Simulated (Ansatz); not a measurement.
# AlPNH (quintet): from Hartree-Fock to the top rungs, cc-pVDZ

The task here is to estimate one member of a computed series from the others.

Computed with Ansatz 0.2.0, Gaussian basis. Level: cc-pVDZ, core rule «outside noble gas», up to 11 orbitals frozen.

Plan: UHF; CCSD(T) on ROHF; CCSD(T) on UHF; BCCD(T) on ROHF; CISD; CCSDT(Q) on ROHF; CCSDT(Q) on UHF.

25 further runs of the same task are left out: 5 for a known fault of the program, 7 that didn't finish, 13 set aside as unsound or not needed.

**What is computed**

The geometry is a PBE0/def2-TZVP stationary point (not a proven minimum) of the parent state, kept for this charge and spin.

4 atoms, charge 0, spin multiplicity 5.

Atoms are counted from 1 here; the program's logs count them from 0.

Bond lengths: Al1–N3 1.841 Å, P2–N3 1.689 Å, N3–H4 1.016 Å. Angles: Al1–N3–P2 119.9°, Al1–N3–H4 124.3°, P2–N3–H4 115.8°.

Coordinates:

```xyz
4
AlHNP
Al    0.0000    0.1944    1.6318
P     0.0000    0.1961   -1.4254
N     0.0000   -0.6861    0.0149
H     0.0000   -1.6967   -0.0856
```

Set-up of the first run:

in.yaml

```yaml
crystal:
  periodic: [false, false, false]
  atoms:
    - {symbol: Al, position_ang: [0.000000, 0.194411, 1.631818]}
    - {symbol: P, position_ang: [0.000000, 0.196128, -1.425444]}
    - {symbol: N, position_ang: [0.000000, -0.686115, 0.014898]}
    - {symbol: H, position_ang: [0.000000, -1.696652, -0.085591]}
basis:
  gaussian: {orbitals: cc-pVDZ}
magnetization: {spin_polarized: true, initial_magnetization: 4}
hamiltonian: {xc: hf}
output: {orbitals: {seedname: orbitals}}
```

Command:

```
ansatz run in.yaml --threads 1 --pin off --events-out ev --progress --plain --max-ram 2393MiB
```

Steps of the session up to this table: UHF; CCSD(T) on ROHF; CCSD(T) on UHF; BCCD(T) on ROHF; CISD; CCSDT(Q) on ROHF; CCSDT(Q) on UHF.

One of the session's tables, all rows but one given; the rest of the session is left out.

| method | from UCCSDT(Q) (meV) |
| --- | --- |
| ROHF | +8582.6 |
| UHF | +8402.2 |
| RMP2 | +996.2 |
| UMP2 | +1031.3 |
| CISD | +1071.9 |
| RCCSD | ? |
| UCCSD | +327.8 |
| RCCSD(T) | +53.6 |
| UCCSD(T) | +53.3 |
| BCCD(T) | +52.1 |
| RCCSDT | +28.5 |
| UCCSDT | +27.6 |
| RCCSDT(Q) | +4.2 |
| UCCSDT(Q) | 0 |

Q: Estimate the row for RCCSD from the others.

**Answer.** from UCCSDT(Q) (meV): +331.7. In the column «from UCCSDT(Q) (meV)» it lies between UCCSD (+327.8) and RMP2 (+996.2).

Limits of these values: Restricted and unrestricted rows rest on different reference determinants; where their highest levels disagree by more than a few hundredths of an eV, they describe different states and don't form one ladder.
